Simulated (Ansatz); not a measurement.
# BSiHO (triplet): the correlation ladder at a displaced geometry (v2), cc-pVDZ

An exercise on one series of results from a longer session: the logs are not shown, and one member is left open.

Computed with Ansatz 0.2.0, Gaussian basis. Level: cc-pVDZ, core rule «outside noble gas», up to 7 orbitals frozen.

The runs, in order: UHF; CCSD(T) on ROHF; CCSD(T) on UHF; BCCD(T) on ROHF; CISD; CCSDT(Q) on ROHF; CCSDT(Q) on UHF.

23 further runs of the same task are left out: 8 that didn't finish, 15 set aside as unsound or not needed.

## The geometry

The geometry is a PBE0/def2-TZVP stationary point (not a proven minimum) with its atoms shifted at random (size 0.100 Å).

4 atoms, charge 0, spin multiplicity 3.

Atoms are counted from 1 here; the program's logs count them from 0.

Bond lengths: B1–Si2 1.796 Å, B1–H4 1.199 Å, Si2–O3 1.524 Å. Angles: Si2–B1–H4 173.5°, B1–Si2–O3 171.7°.

The first run:

File in.yaml:

```yaml
crystal:
  periodic: [false, false, false]
  atoms:
    - {symbol: B, position_ang: [0.064568, 0.023749, 0.975116]}
    - {symbol: Si, position_ang: [-0.100306, 0.032123, -0.812890]}
    - {symbol: O, position_ang: [-0.023685, -0.000301, -2.334170]}
    - {symbol: H, position_ang: [0.059423, -0.055571, 2.171944]}
basis:
  gaussian: {orbitals: cc-pVDZ}
magnetization: {spin_polarized: true, initial_magnetization: 2}
hamiltonian: {xc: hf}
output: {orbitals: {seedname: orbitals}}
```

Command:

```console
> ansatz run in.yaml --threads 1 --pin off --events-out ev --progress --plain --max-ram 2393MiB
```

Among the steps run: UHF; CCSD(T) on ROHF; CCSD(T) on UHF; BCCD(T) on ROHF; CISD; CCSDT(Q) on ROHF; CCSDT(Q) on UHF.

One table of the session follows, with a row left open; its other results are not shown here.

It belongs to the step «Misses and costs». 

| method | from UCCSDT(Q) (meV) |
| --- | --- |
| ROHF | +10138.3 |
| UHF | +10012.3 |
| RMP2 | +984.0 |
| UMP2 | +982.6 |
| CISD | +1461.0 |
| RCCSD | +488.9 |
| UCCSD | +485.1 |
| RCCSD(T) | ? |
| UCCSD(T) | +96.1 |
| BCCD(T) | +89.8 |
| RCCSDT | +52.9 |
| UCCSDT | +53.0 |
| RCCSDT(Q) | +19.1 |
| UCCSDT(Q) | 0 |

Estimate the missing values for RCCSD(T).

**Answer.** from UCCSDT(Q) (meV): +94.6. In the column «from UCCSDT(Q) (meV)» it lies between BCCD(T) (+89.8) and UCCSD(T) (+96.1).

Limits of these values: Restricted and unrestricted rows rest on different reference determinants; where their highest levels disagree by more than a few hundredths of an eV, they describe different states and don't form one ladder.
